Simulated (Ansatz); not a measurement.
# Equation of state of barium, bcc

Level of theory: Ansatz 0.2.0, DFT, r2SCAN, plane waves (500 eV) with PAW, scalar-relativistic. The PAW files were generated under PBE, with cores re-solved for the functional.

The cell is scaled uniformly from the relaxed one, with fractional coordinates and shape fixed. Energies are extrapolated to zero smearing, pressures are those at the given smearing. Magnetic state: spin not included.

```
V (Å³/atom)  E − E₀ (meV/atom)  P (GPa)
     57.464               27.0     1.26
     60.076               11.1     0.77
     62.688                2.4     0.36
     65.300                0.0     0.00
     67.912                3.1    -0.30
     70.524               10.9    -0.57
     73.136               22.7    -0.80
```

Question: Fit a third-order Birch-Murnaghan equation.

Answer: V₀ = 65.07 Å³/atom, B₀ = 8.4 GPa, B₀′ = 2.7.
